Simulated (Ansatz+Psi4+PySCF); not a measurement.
doublet PN(+): levels of theory in one basis

```yaml
atoms:
  - { symbol: P, position_ang: [0.0000, 0.0000, -0.0158] }
  - { symbol: N, position_ang: [0.0000, 0.0000, 1.5058] }
```

Basis set: cc-pVTZ on N; cc-pV(T+d)Z on P (spherical functions). Correlated methods keep 6 orbitals frozen. Correlation on ROHF uses semicanonical orbitals with singles. Charge 1, multiplicity 2.

Computed with Ansatz (development build ahead of 0.2.0); each method stands on the lowest determinant of its kind that the runs found.

| method | E − E(ROHF) (eV) | <S²> of the determinant |
| --- | --- | --- |
| ROHF | 0.00 | 0.75 |
| UHF | -0.53 | 1.60 |
| ROHF-MP2 | -7.48 | – |
| UHF-MP2 | -6.81 | 1.60 |

What does ROHF-CCSDT give on the same scale?

-8.54 eV.

Caution for UHF, UHF-MP2: the unrestricted determinant is a mixture of spin states. Caution for ROHF-MP2, UHF-MP2: MP2 on this radical cation hangs on the determinant chosen. Caution for ROHF-MP2, ROHF-CCSDT: a plain start can end on a higher determinant; another reference gives a lower total.
